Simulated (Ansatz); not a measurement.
How the elastic constant C13 of litharge SnO moves with the method

No measured value is used here.

```tsv
level (code)	value (GPa)	cell (Å³/atom)
PBE (Ansatz)	8.00	18.97
PBEsol (Ansatz)	11.8	17.19
PBEsol+SOC (Ansatz)	11.6	17.17
rVV10 (Ansatz)	16.3	18.71
r²SCAN (Ansatz)	11.6	17.89
r²SCAN-D4 (Ansatz)	14.1	17.36
r²SCAN+rVV10 (Ansatz)	13.2	17.15
HSE06 (Ansatz)	9.79	18.11
```

PBE, PBEsol, PBEsol+SOC, r²SCAN, HSE06: the cell comes from a level without a dispersion term, which matters for the spacing of layers, chains or molecules. PBEsol, PBEsol+SOC, r²SCAN+rVV10: the solid has no gap at this level, which affects its response. r²SCAN-D4: the dispersion coefficients are held fixed in the derivatives. Each level is taken at its own relaxed cell. Cutoffs and k meshes differ between the levels. Ansatz's density-functional and Hartree–Fock values are scalar-relativistic unless marked +SOC, with PAW data made under PBE.

Ansatz is an electronic-structure program.
